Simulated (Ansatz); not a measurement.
fcc Cu, relaxed in Ansatz (plane waves) with several semilocal functionals. Each gives its own volume and its own elastic constant C11:

```
level   V0 (Å³/atom)  elastic constant C11 (GPa)   ln V0  ln C11
------  ------------  --------------------------  ------  ------
LDA           10.885                       235.1  2.3874  5.4600
PBEsol        11.311                       211.1  2.4258  5.3523
r²SCAN        11.439                       202.2  2.4370  5.3093
PBE           11.950                       177.6  2.4807  5.1795
revPBE        12.259                       162.8  2.5063  5.0925
RPBE          12.383                       157.4  2.5163  5.0588
```

Problem. Fit a straight line to ln C11 against ln V0. What does it predict for r²SCAN+rVV10, whose volume is 11.290 Å³/atom?

Solution. With x = ln V0 and y = ln C11: means 2.45892 and 5.24207; Σ(Δx Δy) = -0.03968, Σ(Δx²) = 0.01270, so the slope is -3.12. At x = 2.4239 the line gives y = 5.24207 + (-3.12) × (2.4239 − 2.45892) = 5.3513, or 210.9 GPa. The run with r²SCAN+rVV10 gives 212.0 GPa, +0.5 % from the line. The rows used scatter about it by up to 0.7 %, while the largest value lies 49 % above the smallest.

Measured: 176 GPa (measured, 0 K, extrapolated to 0 K; zero-point effects included; as tabulated in Malica and Corso (2021), arXiv:2109.00459).

Ansatz's density-functional and Hartree–Fock values are scalar-relativistic unless marked +SOC, with PAW data made under PBE.

Ansatz is a program for electronic structure.
